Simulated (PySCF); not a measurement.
Task: What does the PBE0-D3(BJ)/def2-SVP structure of 2-furanthiol (`Sc1ccco1`) look like in three dimensions?

Result: 
```xyz
10
C4H4OS angstrom
S      2.5647   -0.1459   -0.3834
C      0.8304   -0.0943   -0.1506
C     -0.1225   -1.0685   -0.2577
C     -1.3640   -0.4257    0.0514
C     -1.0664    0.8739    0.3190
O      0.2703    1.0801    0.1968
H      2.7421    1.1602   -0.0962
H      0.0412   -2.1098   -0.5233
H     -2.3518   -0.8811    0.0706
H     -1.6576    1.7410    0.5987
```

Any rigid rotation of these coordinates is as good. Atoms count from 1 in this order. The 3 C–C bonds span 1.360 Å (C4–C5, aromatic) to 1.432 Å (C3–C4, aromatic), a spread of 0.072 Å. The 5-membered ring C2–C3–C4–C5–O6 has internal angles of 105.5° to 110.6°; it is planar, 0.00 Å rms from its mean plane, widest ring torsion 0°. The 6 heavy atoms lie in one plane (0.000 Å rms).

Bonds between heavy atoms (Å): S1–C2 1.751, C2–C3 1.367, C3–C4 1.432, C4–C5 1.360, C5–O6 1.358, C2–O6 1.347.

Method used: PBE0-D3(BJ)/def2-SVP geometry optimisation, gas phase (PySCF).

Point group: Cs (every atom within 0.08 Å of its image). No PBE0-D3(BJ)/def2-SVP frequencies stand behind this structure, so it isn't proved a minimum. One conformer, not necessarily the lowest (H–S1–C2–C3 180°).

Hardware: one thread of an Arm Neoverse V2, on a shared host. Cost: 18 s wall. These figures are those of the optimisation.
